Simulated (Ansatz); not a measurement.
A made-up structure of SiHClO, singlet:

```
4
angstrom
O -1.3282 -0.3077 0.9279
Si -0.1744 0.0216 0.0128
Cl 1.7560 -0.4729 0.3205
H -1.1056 -1.1556 1.3429
```

It is relaxed with PBE-D4/def2-SVP and then PBE0-D4/def2-TZVP (Ansatz 0.2.0). Atoms count as bonded within 1.22 times the sum of their covalent radii (H–H: 0.88 Å). The end point is not checked to be a true minimum.

Q: Does its bonding change? (Judge from chemistry; the calculation decides.)

A: The calculation gives: No: no bond forms or breaks.

Where it ends: The first stage lowers the energy by 1.42 eV in 7 steps. It ends as SiHClO ([OH][Si][Cl]):
O1  (-1.273, -0.468, 0.855)
Si2  (-0.224, 0.291, -0.146)
Cl3  (1.602, -0.607, 0.415)
H4  (-0.958, -1.130, 1.479)
(Å)

Labels in which every atom is bracketed show which atoms are joined, not bond orders.

For scale, one of the runs: PBE0-D4/def2-TZVP relaxation, 111 basis functions, launched by `ansatz run in.yaml --threads 2 --pin off --events-out ev --progress --plain --max-ram 4352MiB`. The run took about 11 s on 2 CPU threads of an Arm Neoverse V1 (shared host).
